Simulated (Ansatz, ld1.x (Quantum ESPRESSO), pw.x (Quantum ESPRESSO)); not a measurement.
**Au: does the TM potential hold in the solid?**

ld1.x (Quantum ESPRESSO) 7.5 input, shortened:

```
&input
   title='Au', zed=79., rel=1, dft='PBESOL', iswitch=3,
   config='[Xe] 4f14 5d10 6s1 6p0'
 /
 &inputp
   pseudotype=2, tm=.true., lloc=-1, rcloc=2.35,
   nlcc=.true.
 /
3
6S  1  0   1.00   0.00  2.30  2.30  0.0
6P  2  1   0.00   0.00  2.70  2.70  0.0
5D  3  2  10.00   0.00  1.40  1.40  0.0
 &test
   configts(1)='5d10 6s1 6p0'
 /
```

Atomic tests: cutoffs needed: 45 Ry and 80 Ry (the cutoffs (Ry, on a coarse ladder) from which the occupation-weighted sum of valence levels, in a spherical-Bessel basis at the reference potential, stays within 10 and 1 mRy of its value at 400 Ry); ghost test: no extra level below or beside the all-electron valence levels (s, p, d, f tested) (spherical-Bessel basis up to 400 Ry, 20 bohr box); largest excitation error: -689 meV (all-electron minus pseudo) for 5d7 6s0 6p0, out of 7 test configurations.

Crystal test: sc Au in pw.x 7.5, no spin, 12³ k-points, Fermi–Dirac smearing 0.01 Ry, cutoffs 100/400 Ry. The reference is all-electron LAPW (Ansatz 0.2.0) with the same functional, mesh and smearing; V0 and B0 come from Birch–Murnaghan fits to the pressures at five volumes. Errors are pseudo minus all-electron; Δ is the rms difference of the E(V) curves that follow from these fits, minima aligned, over ±6 % about the mean V0. Mesh and smearing are coarse, so the numbers serve the comparison and aren't converged zero-temperature values; the lattice is a test structure that the element need not adopt.

```json
{"V (Å³/atom)": "18.515", "P all-electron (GPa)": "8.26", "P pseudo (GPa)": "9.64"}
{"V (Å³/atom)": "19.002", "P all-electron (GPa)": "3.97", "P pseudo (GPa)": "5.26"}
{"V (Å³/atom)": "19.489", "P all-electron (GPa)": "0.34", "P pseudo (GPa)": "1.51"}
{"V (Å³/atom)": "19.976", "P all-electron (GPa)": "-2.74", "P pseudo (GPa)": "-1.66"}
{"V (Å³/atom)": "20.463", "P all-electron (GPa)": "-5.34", "P pseudo (GPa)": "-4.37"}
```

All-electron: a0 = 2.693 Å (V0 = 19.54 Å³/atom), B0 = 131.7 GPa.

Pseudopotential: mean pressure error (GPa): +1.18; a0 (Å): 2.701; a0 error (%): +0.29; B0 error (%): -1.8; Δ (meV/atom): 4.9. The largest radius (2.70 bohr) exceeds half the bond length (2.54 bohr), so the spheres overlap, which is one possible source of error among others. The logarithmic derivative shows an extra or strongly shifted pseudo pole above the reference energy (s near 1.28 Ry).

Question: At the middle volume, how do free energy and pressure move when the wave cutoff is lowered (ecutrho kept at four times it)?

Answer:

| cutoff (Ry) | shift of F (meV/atom) | shift of P (GPa) |
| --- | --- | --- |
| 45 | +119.2 | -0.53 |
| 60 | +78.7 | -1.33 |
| 80 | +6.3 | -0.92 |

The run at the middle volume (84 k-points, 8 iterations) took about 19 s on one core of a shared host (Intel(R) Xeon(R) Platinum 8488C, 96 threads, 744 GiB, load 47).
